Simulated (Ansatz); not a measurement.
Geometry optimisation, Ansatz 0.2.0, RHF/def2-SVP.

Input:

```yaml
crystal:
  periodic: [false, false, false]
  atoms:
    - { symbol: Si, position_ang: [-0.152056, 0.161404, 0.13752] }
    - { symbol: O, position_ang: [-0.102866, 0.098936, 1.799267] }
    - { symbol: C, position_ang: [-1.128293, -0.240224, 2.679186] }
    - { symbol: H, position_ang: [-1.856933, -0.911372, 2.213178] }
    - { symbol: H, position_ang: [-0.699515, -0.754981, 3.537527] }
    - { symbol: H, position_ang: [-1.655223, 0.643772, 3.039024] }
    - { symbol: H, position_ang: [1.226, 0.285098, -0.367008] }
    - { symbol: H, position_ang: [-0.94023, 1.334316, -0.316955] }
    - { symbol: H, position_ang: [-0.805254, -1.063232, -0.380892] }
    - { symbol: H, position_ang: [1.293186, -1.982493, 0.819546] }
    - { symbol: H, position_ang: [1.146186, -1.703223, 1.456007] }
basis:
  gaussian: { orbitals: def2-SVP }
hamiltonian:
  xc: hf
relax:
  f_tol: 0.03
  max_steps: 50
```

Run as:

```bash
$ ansatz run input.yaml --threads 1 --pin off --max-ram 2048MiB --backend cpu --events-out ev --progress --plain --runs-dir out
```

Q: Where does it end, and by what steps?

A: The run converged. The force dipped under the threshold on the way, but the program's further checks kept it going. After 24 steps the energy has fallen by 0.273 eV; H10 moved furthest, 1.58 Å.

| step | energy less start (eV) | largest force component (eV/Å) | accepted |
| --- | --- | --- | --- |
| 0 | 0.0000 | 1.267 | yes |
| 1 | -0.1362 | 0.306 | yes |
| 2 | -0.1953 | 0.206 | yes |
| 3 | -0.2262 | 0.103 | yes |
| 4 | -0.2438 | 0.085 | yes |
| 5 | -0.1787 | 0.689 | no |
| 6 | -0.2528 | 0.038 | yes |
| 7 | -0.2583 | 0.128 | yes |
| 8 | -0.2629 | 0.098 | yes |
| 9 | -0.2641 | 0.228 | yes |
| 10 | -0.2661 | 0.089 | yes |
| 11 | -0.2679 | 0.058 | yes |
| 12 | -0.2685 | 0.180 | yes |
| 13 | -0.2697 | 0.047 | yes |
| 14 | -0.2702 | 0.010 | yes |
| 15 | -0.2707 | 0.051 | yes |
| 16 | -0.2709 | 0.097 | yes |
| 17 | -0.2712 | 0.056 | yes |
| 18 | -0.2715 | 0.025 | yes |
| 19 | -0.2718 | 0.058 | yes |
| 20 | -0.2720 | 0.033 | yes |
| 21 | -0.2723 | 0.020 | yes |
| 22 | -0.2724 | 0.034 | yes |
| 23 | -0.2725 | 0.033 | yes |
| 24 | -0.2727 | 0.028 | yes |

```xyz
11
Properties=species:S:1:pos:R:3
Si -0.468 0.463 -0.025
O -0.220 -0.234 1.448
C -1.129 -0.356 2.498
H -2.004 -0.945 2.206
H -0.637 -0.863 3.328
H -1.472 0.622 2.848
H 0.798 0.373 -0.776
H -0.868 1.884 0.130
H -1.547 -0.241 -0.763
H 2.171 -2.702 1.926
H 1.700 -2.136 1.796
```

Whether the end is a true minimum wasn't checked by a vibrational analysis.

The run took 33 s on 1 thread of Arm Neoverse V1, on a shared host, peak memory 0.14 GiB.
